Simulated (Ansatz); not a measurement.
# N2O (nitrous oxide): r2SCAN/cc-pVTZ

What is the energy change on altering one bond length of N2O (nitrous oxide) at r2SCAN/cc-pVTZ? 

The results are computed with Ansatz 0.2.0.

34 further runs of the same task are left out: 2 that didn't finish, 32 set aside as unsound or not needed.

## 1. The structure to begin with

N2O: 3 atoms, total charge 0, spin state singlet. As SMILES, `N#[N+][O-]`. The coordinates come from a PBE0-D4/def2-TZVP relaxation.

Bond lengths: N1–N2 1.118 Å, N2–O3 1.174 Å. Angles: N1–N2–O3 180.0°.

## 2. A single-point energy at r2SCAN/cc-pVTZ

job.yaml

```yaml
crystal:
  periodic: [false, false, false]
  atoms:
    - {symbol: N, position_ang: [-0.511700, 1.001300, -0.167900]}
    - {symbol: "N", position_ang: [-0.008400, 0.016500, -0.002800]}
    - {symbol: O, position_ang: [0.520100, -1.017800, 0.170700]}
basis:
  gaussian:
    orbitals: cc-pVTZ
hamiltonian:
  xc: {name: r2SCAN}
accuracy: high
output: {orbitals: {seedname: orbitals}}
```

Started as:

```console
ansatz run job.yaml --threads 1 --pin off --max-ram 3480MiB --events-out events.jsonl --progress --plain --runs-dir runs
```

Standard output:

```text
Warning: RAYON_NUM_THREADS=1 ignored (pool sized by the plan → 1); use --threads N
Functional definition: r2SCAN
  name "r2SCAN"
  parameter k0 = 0.174
  parameter k1 = 0.065
  parameter a1 = 4.9479
  exchange = r2scan_x(k0 = k0, k1 = k1, a1 = a1)
  correlation = r2scan_c
1370 factors; integrals over basis functions are off by at most 2.6e-9 eV
mean field evaluation 1: about -5022.3181 eV, gradient 3.8e1 eV
mean field evaluation 2: about -5017.9836 eV, gradient 6.1e1 eV
mean field evaluation 4: about -5024.3950 eV, gradient 1.2e1 eV
mean field evaluation 8: about -5024.6273 eV, gradient 2.3e-1 eV
mean field evaluation 16: about -5024.6274 eV, gradient 9.2e-7 eV
mean field -5024.62739005 eV, -184.6516507697 hartree, gradient 4.9e-8 eV, S^2 0.000000; 0 other end points of the search recorded, 0 dependent functions left out
reference -5024.62739033 eV, -184.6516507799 hartree; 11, 11 occupied and 79, 79 virtual orbitals, 1370 factors
Total energy: -5024.62739033 eV, -184.6516507799 hartree
```

Run time: 4.2 s. Hardware: 1 thread of Arm Neoverse V1, shared host; peak memory 0.18 GiB.

## 3. The distorted shape at the same level

run.yaml

```yaml
basis:
  gaussian: {orbitals: cc-pVTZ}
crystal:
  periodic: [false, false, false]
  atoms:
    - {symbol: N, position_ang: [-1.145919, 2.242498, -0.376106]}
    - {symbol: N, position_ang: [-0.642619, 1.257698, -0.211006]}
    - {symbol: O, position_ang: [0.520100, -1.017800, 0.170700]}
hamiltonian: {xc: {name: r2SCAN}}
accuracy: high
output: {orbitals: {seedname: orbitals}}
```

Started as:

```console
ansatz run run.yaml --threads 1 --pin off --max-ram 3480MiB --events-out events.jsonl --progress --plain --runs-dir runs
```

Standard output (excerpt; [...] marks lines left out):

```text
Warning: RAYON_NUM_THREADS=1 ignored (pool sized by the plan → 1); use --threads N
[... 7 set-up lines as earlier in the session ...]
1280 factors; integrals over basis functions are off by at most 3.5e-9 eV
mean field evaluation 1: about -5018.1344 eV, gradient 2.6e1 eV
mean field evaluation 2: about -5018.1488 eV, gradient 2.2e1 eV
mean field evaluation 4: about -5018.6615 eV, gradient 1.0e1 eV
mean field evaluation 8: about -5019.2836 eV, gradient 2.2e0 eV
mean field evaluation 16: about -5019.2985 eV, gradient 1.3e-2 eV
mean field evaluation 32: about -5018.8025 eV, gradient 1.5e-4 eV
mean field -5019.29852077 eV, -184.4558184356 hartree, gradient 2.8e-8 eV, S^2 0.000000; 4 other end points of the search recorded, 0 dependent functions left out
reference -5019.29852108 eV, -184.4558184471 hartree; 11, 11 occupied and 79, 79 virtual orbitals, 1280 factors
Total energy: -5019.29852108 eV, -184.4558184471 hartree
```

It took 14 s on 1 thread of Arm Neoverse V1, shared host; peak memory 0.18 GiB.

## 4. Outcome

At r2SCAN/cc-pVTZ:

```
                                                         quantity          value
                                        first shape: total energy  -184.65165 Eh
                                         first shape: HOMO energy       -8.61 eV
                                         first shape: LUMO energy       -1.01 eV
                                       first shape: HOMO–LUMO gap        7.60 eV
                                    distorted shape: total energy  -184.45582 Eh
energy change with the N2–O3 bond stretched from 1.174 to 2.584 Å       5.329 eV
```

In words: One bond (distorted shape) is far stretched, which a spin-restricted single reference describes badly; a broken-symmetry solution may lie lower. With the N2–O3 bond stretched from 1.174 to 2.584 Å the energy rises by 5.33 eV (123 kcal/mol). The first shape isn't relaxed at this level, so the change isn't measured from a minimum. A restricted reference can't describe the breaking bond well at this length.
